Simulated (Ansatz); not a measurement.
A made-up structure of CH3OS (charge -1), singlet:

```xyz
6
angstrom
O -0.4075 -0.9334 -0.2138
C 0.2556 -0.0147 0.2042
S -0.2463 1.7531 -0.4009
H -0.9604 -0.2945 -0.7262
H 1.2725 -0.3431 -0.1802
H 0.0861 -0.1674 1.3168
```

It is relaxed with PBE-D4/def2-SVPD and then PBE0-D4/def2-TZVPD (Ansatz 0.2.0). Atoms count as bonded within 1.22 times the sum of their covalent radii (H–H: 0.88 Å). The end point is not checked to be a true minimum.

(1) Does its bonding change? (Judge from chemistry; the calculation decides.)

Results:

(1) Computed: No: no bond forms or breaks.

Where it ends: The first stage lowers the energy by 2.22 eV in 7 steps. It ends as CH₃OS ([OH][CH2][S]), total charge -1:
O1  (-0.566, -0.976, -0.334)
C2  (0.301, 0.024, 0.235)
S3  (-0.133, 1.680, -0.302)
H4  (-1.161, -0.434, -0.869)
H5  (1.329, -0.229, -0.058)
H6  (0.230, -0.066, 1.328)
(Å)

Labels in which every atom is bracketed show which atoms are joined, not bond orders.

For scale, one of the runs: PBE0-D4/def2-TZVPD relaxation, 150 basis functions, launched by `ansatz run in.yaml --threads 2 --pin off --events-out ev --progress --plain --max-ram 4352MiB`. Hardware: 2 CPU threads of an Arm Neoverse V2, shared host. Wall time about 17 s.
